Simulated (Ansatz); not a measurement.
Eight cases of bond dissociation energy with Al to Br (electronic energies, kJ/mol), geometries: B3LYP-D3(BJ)/def2-TZVP. Functionals by Ansatz (an electronic-structure program) in def2-TZVPD; columns hold the difference against the high level (Ansatz, AFQMC by cisd_afqmc): A = CCSD(T)/CBS(cc-pV(T+d)Z,cc-pV(Q+d)Z) + [CCSDT(Q) - CCSD(T)]/cc-pV(D+d)Z + core + X2C; B = CCSD(T)/CBS(cc-pVQZ,cc-pV5Z) + [CCSDT(Q) - CCSD(T)]/cc-pVTZ; C = CCSD(T)/CBS(cc-pVTZ,cc-pVQZ) + [CCSDT(Q) - CCSD(T)]/cc-pVDZ; D = CCSD(T)/CBS(cc-pVTZ,cc-pVQZ) + [CCSDT(Q) - CCSD(T)]/cc-pVTZ. The cases were drawn at random from those of this class that have a high level and all functionals, leaving out states under which another spin lies or may lie. Left out are anions, K, Ca, elements past Kr, ionisation of Li, Na and Mg, pi-pi* triplets of linear molecules and other triplets made from a closed-shell parent. Runs that doubt their state, and full CI more than 15 mEh from coupled cluster, are set aside; a case stays where another high level and all functionals remain. AFQMC serves as high level only in triple zeta or larger, with a steady walk, a bar under 0.8 kcal/mol and agreement with other high levels or trials where they ran; where none ran, an unstable determinant or (outside 3d species) a high T1 diagnostic also bars it, so strongly correlated cases are thinned. No case was kept or dropped by the size of a functional's miss. Each difference is the functional minus the high level; affinities count positive where energy is released, gaps as the second state minus the first. UHF or UKS for unpaired electrons; spin-orbit terms are left out. Correlated methods leave the cores frozen (noble-gas shells, and filled d and f shells in the p block). Rows without X2C or -DK are non-relativistic. CBS(X,Y): correlation extrapolated as X^-3, Hartree-Fock from the larger set (Q,5: extrapolated as (X+1)exp(-9√X)). A bracket is a step between two methods taken in the basis named. Functionals run without relativity, which enters their misses. 'core' is core correlation in cc-pwCVTZ (1s frozen past Ne), 'X2C' scalar relativity in cc-pVTZ-DK, both at CCSD(T). For partners of very few electrons the exact lower level stands in for a higher one.

```
case                                                                                      level  value
----------------------------------------------------------------------------------------  -----  -----
GeNH5 (SMILES [NH2][GeH3]) → GeH3 (SMILES [GeH3], doublet) + NH2 (SMILES [NH2], doublet)      B  376.8
SiNH4F (SMILES [SiH2](N)F) → SiNH3F (SMILES [SiH](N)F, doublet) + H (doublet)                 A  426.1
BGeH4F (SMILES F[BH][GeH3]) → BGeH4 (SMILES [BH][GeH3], doublet) + F (doublet)                C  703.2
BGeH4F (SMILES [BH]([GeH3])F) → BGeH3F (SMILES F[BH][GeH2], doublet) + H (doublet)            C  343.6
BGeH4F (SMILES F[BH][GeH3]) → BGeH3F (SMILES F[B][GeH3], doublet) + H (doublet)               C  440.2
H3BSO (SMILES OBS) → H2BSO (SMILES [O]BS, doublet) + H (doublet)                              A  476.7
CH5BS (SMILES BSC) → BH2 (SMILES [BH2], doublet) + CH3S (SMILES C[S], doublet)                A  490.9
BGeH5 (SMILES [GeH3][BH2]) → BGeH4 (SMILES [GeH2][BH2], doublet) + H (doublet)                D  320.6
```

**Question.** Predict the difference of PBE, PBE0, B3LYP for each case and sum up.

**Answer.** 
| case | PBE | PBE0 | B3LYP |
|---|---|---|---|
| GeNH5 (SMILES [NH2][GeH3]) → GeH3 (SMILES [GeH3], doublet) + NH2 (SMILES [NH2], doublet) | -13.6 | -17.8 | -28.1 |
| SiNH4F (SMILES [SiH2](N)F) → SiNH3F (SMILES [SiH](N)F, doublet) + H (doublet) | -36.2 | -27.5 | -15.6 |
| BGeH4F (SMILES F[BH][GeH3]) → BGeH4 (SMILES [BH][GeH3], doublet) + F (doublet) | 5.7 | -18.8 | -14.1 |
| BGeH4F (SMILES [BH]([GeH3])F) → BGeH3F (SMILES F[BH][GeH2], doublet) + H (doublet) | -23.7 | -18.4 | -8.1 |
| BGeH4F (SMILES F[BH][GeH3]) → BGeH3F (SMILES F[B][GeH3], doublet) + H (doublet) | -23.5 | -19.4 | -7.7 |
| H3BSO (SMILES OBS) → H2BSO (SMILES [O]BS, doublet) + H (doublet) | -42.6 | -29.4 | -30.1 |
| CH5BS (SMILES BSC) → BH2 (SMILES [BH2], doublet) + CH3S (SMILES C[S], doublet) | -3.8 | -12.4 | -28.7 |
| BGeH5 (SMILES [GeH3][BH2]) → BGeH4 (SMILES [GeH2][BH2], doublet) + H (doublet) | -26.3 | -19.5 | -8.5 |
PBE: mean -20.5, mean absolute 21.9, median absolute 23.6, largest -42.6; PBE0: mean -20.4, mean absolute 20.4, median absolute 19.1, largest -29.4; B3LYP: mean -17.6, mean absolute 17.6, median absolute 14.9, largest -30.1 kJ/mol. PBE lies above in 1 and below in 7 of the eight.
